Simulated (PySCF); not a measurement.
# ClFH: the cost of one run

Computed with PySCF 2.14.0; each step states its level. No surroundings beyond the atoms listed, unless a continuum is named. Atoms count from 0, parts from 1.

### 1 Starting point

3 atoms, charge -1, multiplicity 1; geometry: GFN2-xTB. Parts: 1 = atoms 0–1, `Cl`, charge 0; 2 = atom 2, `[F-]`, charge -1. In the given geometry H1 has moved to F2 of another part (1.02 Å), so values for the parts refer to these atom groups.

### 2 Relaxing the molecule at PBE0-D3(BJ)/def2-TZVPD

What the job is given:

```
{"job": {"xc": "PBE0", "basis": "def2-TZVPD", "d3": "d3bj", "grid": 3, "kind": "geom", "shake": 0.01}, "charge": -1, "multiplicity": 1, "parts": [{"atoms": "0-1", "charge": 0, "multiplicity": 1}, {"atoms": "2-2", "charge": -1, "multiplicity": 1}]}
Cl     0.373914     0.044961     0.690368
H     -0.929513     0.377402    -0.500360
F     -1.667162     0.555385    -1.175788
```

The run is started by

```
$ OMP_NUM_THREADS=1 python cluster_run.py task.json out
```

The driver reads the jobs from task.json and runs them one after another.

Q: Estimate the wall time and peak memory of this job on 1 thread of Arm Neoverse N1, shared host.

About 13 s, with a peak of 0.39 GiB.
